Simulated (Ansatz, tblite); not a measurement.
Removing and adding an electron: BH2(SiH3) (SiBH₅). Total charge 0; singlet. Geometry: B3LYP-D4/def2-TZVP. Ansatz, gas phase; energy differences of separate SCF runs; the oxidised species was run as a doublet alone; the reduced species was run as a doublet alone.

```
atom    x (Å)    y (Å)    z (Å)
  B1  -0.9618   0.2152  -0.6828
  H2  -1.5847  -0.6747  -1.1717
  H3  -1.3829   1.3205  -0.8249
 Si4   0.6826  -0.1416   0.4178
  H5   1.6463   0.9870   0.4248
  H6   1.4042  -1.3765   0.0220
  H7   0.1964  -0.3298   1.8149
```

The xTB rows come from tblite. Correlated methods freeze 6 core orbitals.

| level | −HOMO (eV) | vertical IE (eV) | −LUMO (eV) | vertical EA (eV) | HOMO–LUMO gap (eV) | IE − EA (eV) | remarks |
| --- | --- | --- | --- | --- | --- | --- | --- |
| HF/def2-TZVPD | – | – | – | -0.28 | – | – | – |
| PBE-D4/def2-TZVP | 7.24 | 10.65 | 3.49 | – | 3.75 | – | – |
| r2SCAN-D4/def2-TZVPD | 7.51 | – | 3.12 | 0.75 | 4.38 | – | HOMO above zero (-1 doublet) |
| PBE0-D4/def2-TZVP | 8.46 | 10.79 | 2.46 | – | 6.00 | – | – |
| MP2/def2-TZVPD | – | – | – | 0.42 | – | – | – |
| CCSD/def2-TZVPD | – | – | – | 0.37 | – | – | – |
| CCSD/def2-TZVPP | – | 10.90 | – | – | – | – | – |
| CCSD(T)/def2-TZVPP | – | 10.93 | – | – | – | – | – |

Task: Estimate the rows for GFN1-xTB, GFN2-xTB, HF/def2-TZVPP, PBE-D4/def2-TZVPD, r2SCAN-D4/def2-TZVP, PBE0-D4/def2-TZVPD, MP2/def2-TZVPP, CCSD(T)/def2-TZVPD.

Result: 
```json
{"level": "GFN1-xTB", "−HOMO (eV)": "11.68", "vertical IE (eV)": "14.71", "−LUMO (eV)": "9.10", "vertical EA (eV)": "–", "HOMO–LUMO gap (eV)": "2.58", "IE − EA (eV)": "–", "remarks": "–"}
{"level": "GFN2-xTB", "−HOMO (eV)": "10.22", "vertical IE (eV)": "13.62", "−LUMO (eV)": "7.71", "vertical EA (eV)": "3.64", "HOMO–LUMO gap (eV)": "2.51", "IE − EA (eV)": "9.98", "remarks": "–"}
{"level": "HF/def2-TZVPP", "−HOMO (eV)": "–", "vertical IE (eV)": "10.06", "−LUMO (eV)": "–", "vertical EA (eV)": "–", "HOMO–LUMO gap (eV)": "–", "IE − EA (eV)": "–", "remarks": "–"}
{"level": "PBE-D4/def2-TZVPD", "−HOMO (eV)": "7.24", "vertical IE (eV)": "–", "−LUMO (eV)": "3.49", "vertical EA (eV)": "0.73", "HOMO–LUMO gap (eV)": "3.75", "IE − EA (eV)": "–", "remarks": "HOMO above zero (-1 doublet)"}
{"level": "r2SCAN-D4/def2-TZVP", "−HOMO (eV)": "7.51", "vertical IE (eV)": "10.71", "−LUMO (eV)": "3.12", "vertical EA (eV)": "–", "HOMO–LUMO gap (eV)": "4.39", "IE − EA (eV)": "–", "remarks": "–"}
{"level": "PBE0-D4/def2-TZVPD", "−HOMO (eV)": "8.46", "vertical IE (eV)": "–", "−LUMO (eV)": "2.47", "vertical EA (eV)": "0.66", "HOMO–LUMO gap (eV)": "5.99", "IE − EA (eV)": "–", "remarks": "HOMO above zero (-1 doublet)"}
{"level": "MP2/def2-TZVPP", "−HOMO (eV)": "–", "vertical IE (eV)": "10.92", "−LUMO (eV)": "–", "vertical EA (eV)": "–", "HOMO–LUMO gap (eV)": "–", "IE − EA (eV)": "–", "remarks": "–"}
{"level": "CCSD(T)/def2-TZVPD", "−HOMO (eV)": "–", "vertical IE (eV)": "–", "−LUMO (eV)": "–", "vertical EA (eV)": "0.44", "HOMO–LUMO gap (eV)": "–", "IE − EA (eV)": "–", "remarks": "–"}
```

   A HOMO above zero means that the electron is unbound at that level or that self-interaction error raises the level; the energy of removing that electron tells which. Raw xTB energy differences between charge states are shifted by several eV; the methods need an empirical correction for them. A negative affinity means that the extra electron isn't bound; its size then hangs on the basis.
